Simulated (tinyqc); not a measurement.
Worked calculation: coupled-perturbed Hartree-Fock on RHF in the sto-3g basis, for BH3, spin multiplicity 1. One step of it, computed by the program tinyqc.

Problem. Coupled step 1. U_ai = -(mu_ai + sum_bj [4 (ai|bj) - (ab|ij) - (aj|bi)] U_bj) / (e_a - e_i); alpha = -4 sum U_ai mu_ai.

uncoupled U, order a5, a6, a7, a8:
$$\begin{pmatrix}
-0.015689 & -0.945889 & 0.000293 & 0.000000 \\
0.001051 & 0.009911 & 0.000070 & 0.000000 \\
0.000000 & 0.000000 & 0.000000 & -0.046651 \\
0.000001 & -0.000005 & -0.046650 & 0.000000
\end{pmatrix}$$

dipole integrals <a|z|i> (bohr), order a5, a6, a7, a8:
$$\begin{pmatrix}
0.120373 & 0.813913 & -0.000194 & 0.000000 \\
-0.008357 & -0.011334 & -0.000066 & 0.000000 \\
0.000000 & 0.000000 & 0.000000 & 0.048893 \\
-0.000011 & 0.000007 & 0.048894 & 0.000000
\end{pmatrix}$$

orbital energies (hartree): MO1 -7.429335, MO2 -0.617447, MO3 -0.419967, MO4 -0.419951, MO5 0.243028, MO6 0.526071, MO7 0.628090, MO8 0.628134

Two-electron integrals over orbitals (pq|rs), unique and non-zero (hartree):
```
(11|11) 2.887518    (21|11) -0.246366   (21|21) 0.032945    (22|11) 0.585568
(22|21) -0.008090   (22|22) 0.427017    (31|11) 0.000056    (31|21) -0.000006
(31|22) 0.000008    (31|31) 0.006761    (32|11) 5.05e-07    (32|21) 4.03e-06
(32|22) 0.000067    (32|31) 0.011203    (32|32) 0.115291    (33|11) 0.510765
(33|21) -0.003166   (33|22) 0.416146    (33|31) 0.003402    (33|32) 0.063845
(33|33) 0.466630    (41|41) 0.006760    (42|41) 0.011200    (42|42) 0.115233
(43|41) -0.003408   (43|42) -0.063892   (43|43) 0.050100    (44|11) 0.510728
(44|21) -0.003167   (44|22) 0.416067    (44|31) -0.003404   (44|32) -0.063874
(44|33) 0.366568    (44|44) 0.466661    (51|11) -0.018031   (51|21) 0.002278
(51|22) -0.001201   (51|31) -6.86e-07   (51|32) -1.49e-07   (51|33) -0.000597
(51|44) -0.000597   (51|51) 0.021907    (52|11) 0.011500    (52|21) -0.000681
(52|22) -0.000074   (52|31) 5.43e-08    (52|32) -7.02e-07   (52|33) -0.000604
(52|44) -0.000604   (52|51) 0.021011    (52|52) 0.068353    (53|11) -0.000007
(53|21) 2.96e-07    (53|22) -2.39e-06   (53|31) 0.000254    (53|32) -0.002403
(53|33) -0.002366   (53|44) 0.002366    (53|51) -4.96e-06   (53|52) -0.000012
(53|53) 0.015793    (54|41) 0.000253    (54|42) -0.002404   (54|43) 0.002368
(54|54) 0.015792    (55|11) 0.741307    (55|21) -0.009443   (55|22) 0.453058
(55|31) 1.96e-06    (55|32) 2.37e-06    (55|33) 0.412805    (55|44) 0.412781
(55|51) 0.002354    (55|52) 0.013811    (55|53) -0.000006   (55|55) 0.586822
(61|11) -0.268294   (61|21) 0.036609    (61|22) -0.008259   (61|31) -0.000024
(61|32) -0.000023   (61|33) -0.003041   (61|44) -0.003027   (61|51) 0.001103
(61|52) -0.002046   (61|53) -7.55e-08   (61|55) -0.008301   (61|61) 0.040851
(62|11) 0.223405    (62|21) -0.008816   (62|22) 0.048073    (62|31) -0.000009
(62|32) -0.000017   (62|33) 0.021234    (62|44) 0.021184    (62|51) -0.001994
(62|52) -0.000073   (62|53) -4.99e-06   (62|55) 0.114710    (62|61) -0.008913
(62|62) 0.074147    (63|11) -0.000356   (63|21) 0.000010    (63|22) -0.000113
(63|31) 0.003407    (63|32) -0.044884   (63|33) -0.043514   (63|44) 0.043437
(63|51) 5.16e-07    (63|52) -0.000007   (63|53) 0.002734    (63|55) -0.000186
(63|61) 6.16e-07    (63|62) -0.000173   (63|63) 0.063738    (64|41) 0.003400
(64|42) -0.045000   (64|43) 0.043567    (64|54) 0.002741    (64|64) 0.063924
(65|11) -0.010866   (65|21) -0.000172   (65|22) -0.004523   (65|31) -1.30e-06
(65|32) -0.000010   (65|33) -0.001720   (65|44) -0.001707   (65|51) 0.022209
(65|52) 0.062178    (65|53) -0.000037   (65|55) -0.000923   (65|61) -0.001692
(65|62) -0.008772   (65|63) 0.000012    (65|65) 0.061854    (66|11) 0.586278
(66|21) -0.010349   (66|22) 0.418066    (66|31) -0.000030   (66|32) -0.000288
(66|33) 0.413899    (66|44) 0.414217    (66|51) -0.003962   (66|52) -0.008085
(66|53) 0.000010    (66|55) 0.437865    (66|61) -0.010179   (66|62) 0.027993
(66|63) 0.000086    (66|65) -0.010221   (66|66) 0.431272    (71|41) 0.012017
(71|42) 0.017891    (71|43) -0.004927   (71|54) 0.000472    (71|64) 0.005935
(71|71) 0.021484    (72|41) 0.008025    (72|42) 0.000437    (72|43) 0.022068
(72|54) 0.003009    (72|64) 0.046473    (72|71) 0.013500    (72|72) 0.049155
(73|41) 0.002298    (73|42) 0.046397    (73|43) -0.023937   (73|54) -0.001841
(73|64) -0.032203   (73|71) 0.004044    (73|72) -0.010626   (73|73) 0.033127
(74|11) 0.209199    (74|21) -0.004931   (74|22) 0.051739    (74|31) 0.002300
(74|32) 0.046401    (74|33) 0.052089    (74|44) 0.004261    (74|51) -0.000072
(74|52) 0.005145    (74|53) -0.001842   (74|55) 0.105578    (74|61) -0.004787
(74|62) 0.071924    (74|63) -0.032228   (74|65) -0.003369   (74|66) 0.026860
(74|74) 0.107401    (75|41) 0.000878    (75|42) 0.006685    (75|43) -0.003470
(75|54) 0.016007    (75|64) -0.003129   (75|71) 0.001494    (75|72) 0.000741
(75|73) 0.002793    (75|75) 0.021188    (76|41) 0.011851    (76|42) 0.105803
(76|43) -0.058972   (76|54) -0.003165   (76|64) -0.047920   (76|71) 0.019637
(76|72) -0.004636   (76|73) 0.049277    (76|75) 0.005823    (76|76) 0.109403
(77|11) 0.662880    (77|21) -0.008927   (77|22) 0.440722    (77|31) 0.000466
(77|32) -0.030096   (77|33) 0.397745    (77|44) 0.465918    (77|51) -0.000548
(77|52) 0.002599    (77|53) 0.002080    (77|55) 0.467501    (77|61) -0.008506
(77|62) 0.052285    (77|63) 0.037279    (77|65) -0.002036   (77|66) 0.441837
(77|74) 0.048293    (77|77) 0.509109    (81|11) -0.000389   (81|21) 0.000056
(81|22) -1.63e-06   (81|31) 0.012017    (81|32) 0.017893    (81|33) 0.004911
(81|44) -0.004925   (81|51) 1.69e-06    (81|52) -2.73e-06   (81|53) 0.000473
(81|55) -0.000011   (81|61) 0.000031    (81|62) -0.000031   (81|63) 0.005946
(81|65) -4.38e-06   (81|66) -0.000068   (81|74) 0.004040    (81|77) 0.001380
(81|81) 0.021484    (82|11) 0.000367    (82|21) -0.000012   (82|22) 0.000081
(82|31) 0.008023    (82|32) 0.000400    (82|33) -0.022046   (82|44) 0.022120
(82|51) -2.71e-06   (82|52) 2.06e-06    (82|53) 0.003010    (82|55) 0.000185
(82|61) -0.000032   (82|62) 0.000061    (82|63) 0.046458    (82|65) -0.000013
(82|66) 0.000060    (82|74) -0.010514   (82|77) 0.028333    (82|81) 0.013497
(82|82) 0.049164    (83|11) 0.209182    (83|21) -0.004932   (83|22) 0.051678
(83|31) -0.002297   (83|32) -0.046480   (83|33) 0.004219    (83|44) 0.052148
(83|51) -0.000072   (83|52) 0.005145    (83|53) 0.001840    (83|55) 0.105563
(83|61) -0.004776   (83|62) 0.071908    (83|63) 0.032052    (83|65) -0.003359
(83|66) 0.027126    (83|74) 0.043609    (83|77) 0.070499    (83|81) -0.004051
(83|82) 0.010799    (83|83) 0.107486    (84|41) 0.002305    (84|42) 0.046338
(84|43) -0.023874   (84|54) -0.001837   (84|64) -0.032106   (84|71) 0.004057
(84|72) -0.010549   (84|73) 0.030588    (84|75) 0.002789    (84|76) 0.049212
(84|84) 0.033032    (85|11) -0.000013   (85|21) -6.03e-08   (85|22) -2.24e-06
(85|31) 0.000878    (85|32) 0.006686    (85|33) 0.003462    (85|44) -0.003470
(85|51) 0.000032    (85|52) 0.000094    (85|53) 0.016007    (85|55) 9.19e-07
(85|61) -4.51e-06   (85|62) -0.000013   (85|63) -0.003119   (85|65) 0.000060
(85|66) -0.000030   (85|74) 0.002789    (85|77) -0.001518   (85|81) 0.001494
(85|82) 0.000741    (85|83) -0.002801   (85|85) 0.021187    (86|11) -0.000077
(86|21) 1.40e-07    (86|22) 0.000034    (86|31) 0.011852    (86|32) 0.105742
(86|33) 0.058784    (86|44) -0.058860   (86|51) -4.86e-06   (86|52) -0.000015
(86|53) -0.003157   (86|55) -0.000026   (86|61) -0.000030   (86|62) -0.000037
(86|63) -0.047670   (86|65) -0.000021   (86|66) -0.000310   (86|74) 0.049199
(86|77) -0.030792   (86|81) 0.019639    (86|82) -0.004583   (86|83) -0.049358
(86|85) 0.005817    (86|86) 0.109224    (87|41) 0.000481    (87|42) -0.029940
(87|43) 0.034027    (87|54) 0.002078    (87|64) 0.037347    (87|71) 0.001420
(87|72) 0.028234    (87|73) -0.011023   (87|75) -0.001509   (87|76) -0.030702
(87|84) -0.010965   (87|87) 0.034280    (88|11) 0.662883    (88|21) -0.008927
(88|22) 0.440754    (88|31) -0.000429   (88|32) 0.030410    (88|33) 0.466090
(88|44) 0.397549    (88|51) -0.000548   (88|52) 0.002599    (88|53) -0.002092
(88|55) 0.467506    (88|61) -0.008503   (88|62) 0.052348    (88|63) -0.037622
(88|65) -0.002042   (88|66) 0.441663    (88|74) 0.070608    (88|77) 0.440290
(88|81) -0.001349   (88|82) -0.028177   (88|83) 0.048096    (88|85) 0.001531
(88|86) 0.031032    (88|88) 0.509293
```

Give: U after step 1; polarisability.

Solution.

U after step 1, order a5, a6, a7, a8:
$$\begin{pmatrix}
-0.0082 & -1.2160 & 0.0004 & 0.0000 \\
0.0000 & 0.0262 & 0.0001 & 0.0000 \\
0.0000 & 0.0000 & 0.0000 & -0.0396 \\
0.0000 & 0.0000 & -0.0396 & 0.0000
\end{pmatrix}$$

polarisability = 3.9796 bohr^3
